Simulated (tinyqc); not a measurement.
Inside a calculation. Method: MP2 on RHF in the sto-3g basis, for H2O, spin multiplicity 1. One step of it, computed by the program tinyqc.

Question. Orthogonalisation. S = U s U^T; symmetric (Loewdin) form X = U s^(-1/2) U^T, so that X^T S X = 1.

overlap S, lower triangle:
```
           1O 1s     1O 2s    1O 2px     1O 2py    1O 2pz     2H 1s     3H 1s
1O 1s   1.000000
1O 2s   0.236704  1.000000
1O 2px  0.000000  0.000000  1.000000
1O 2py  0.000000  0.000000  0.000000   1.000000
1O 2pz  0.000000  0.000000  0.000000   0.000000  1.000000
2H 1s   0.048316  0.444757  0.000000   0.278561  0.253783  1.000000
3H 1s   0.048316  0.444757  0.000000  -0.278561  0.253783  0.262722  1.000000
```

Give: eigenvalues of S; X.

Answer.

eigenvalues of S: 0.373  0.453  0.879  1.000  1.105  1.284  1.906

X, lower triangle:
```
         1O 1s   1O 2s  1O 2px  1O 2py  1O 2pz   2H 1s  3H 1s
1O 1s    1.024
1O 2s   -0.141   1.210
1O 2px   0.000   0.000   1.000
1O 2py   0.000   0.000   0.000   1.089
1O 2pz  -0.010   0.105   0.000   0.000   1.059
2H 1s    0.021  -0.265   0.000  -0.202  -0.149   1.183
3H 1s    0.021  -0.265   0.000   0.202  -0.149  -0.096  1.183
```
